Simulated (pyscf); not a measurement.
This saddle point was located with ωB97X-D3(BJ)/def2-SVP in PySCF.

```xyz
10

Al    -1.7042    -1.5169    -0.1214
H     -1.7104     0.0572    -0.7788
H     -1.5317    -2.4923    -1.3428
H     -2.4989    -1.5157     1.2344
C     -0.4728     0.3106    -0.4777
C     -0.2456     1.4613     0.2312
H     -0.1749    -0.8019     0.1232
H      0.0303     0.1914    -1.4466
H      0.4224     2.2152    -0.1875
H     -0.7101     1.6516     1.2012
```
Charge 0, spin multiplicity 1.

Surface: singlet, charge 0. Lowest wavenumbers (cm⁻¹): 1005i, 160, 368, 445, 504.

Problem. What reaction is this the transition state of?

Solution. AlH₃ + H₂C=CH₂ ⇌ AlH₃ + H₂C=CH₂, a four-centre exchange read from left to right: Al–H, C–H broken and Al–H, C–H formed. At CCSD(T)/def2-TZVPP + ΔMP2(QZVPP) it lies +193.4 kJ/mol from the left side and +193.4 kJ/mol from the right (each side as separated species at their lowest minima found). On the reactant side the descent ends in a bound adduct, 60.6 kJ/mol under the separated species and 253.9 kJ/mol under the saddle at ωB97X-D3(BJ)/def2-TZVP. On the product side the descent ends in a bound adduct (not fully relaxed), 60.5 kJ/mol under the separated species and 253.8 kJ/mol under the saddle at ωB97X-D3(BJ)/def2-TZVP. At the saddle there is also a short Al–C contact that neither side keeps. The same reactants have a lower exit, to H₃C–CH₂–AlH₂ (barrier -2.8 kJ/mol at ωB97M-D3(BJ), against +194.5 kJ/mol here). This is the saddle that the search found; another between the same sides may lie lower. The CCSD(T) − MP2 part came from Ansatz, without density fitting, on the same reference.
